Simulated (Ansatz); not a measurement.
**Active spaces for C3H5 (charge +1), singlet**

Program: Ansatz, Gaussian basis, development build; CASPT2, NEVPT3, NEVPT4(SD) by development code. Basis aug-cc-pVDZ, nonrelativistic, 3 orbitals frozen in the corrections. State-specific CASSCF; RHF is the lowest restricted (open-shell) Hartree–Fock solution met. Solutions may break the symmetry of the shape. No proof that the lowest CASSCF solution was found.

Geometry:

| atom | x (Å) | y (Å) | z (Å) |
| --- | --- | --- | --- |
| C | 0.0000 | -0.5026 | 0.0000 |
| C | 0.0000 | 0.2134 | -1.1826 |
| C | 0.0000 | 0.2134 | 1.1826 |
| H | 0.0000 | -1.5877 | 0.0000 |
| H | 0.0000 | -0.2806 | -2.1512 |
| H | 0.0000 | 1.3017 | -1.1794 |
| H | 0.0000 | -0.2806 | 2.1512 |
| H | 0.0000 | 1.3017 | 1.1794 |

Question: What do CASSCF and its corrections give against RHF in CAS(2,3), and what are the occupations?

Answer: CASSCF -0.811 eV, SC-NEVPT2 -10.542 eV, FIC-NEVPT2 -10.548 eV, NEVPT3 -11.400 eV, NEVPT4(SD) -11.753 eV, CASPT2 (IPEA 0) -10.443 eV; occupations 1.90, 0.08, 0.02. The MRCI reference weight is 0.890.

Question: How do single-reference totals in the same basis and frozen core stand against SC-NEVPT2 in CAS(2,3)?

Answer: CCSD(T) -1.325 eV. Coupled cluster stands on the determinant that it favours, which can lie over the RHF solution above, and is in doubt where the occupations are far from 0, 1 and 2.

Question: Roughly how much CPU time does a whole run from the default start take (median of such runs, summed over threads; nearly all runs on one pinned thread of a shared server, mostly Xeon at 2.3 to 2.6 GHz, by a development driver)?

Answer: CAS(2,3): about 9.6 s. Other jobs ran beside these, and the count of passes differs.
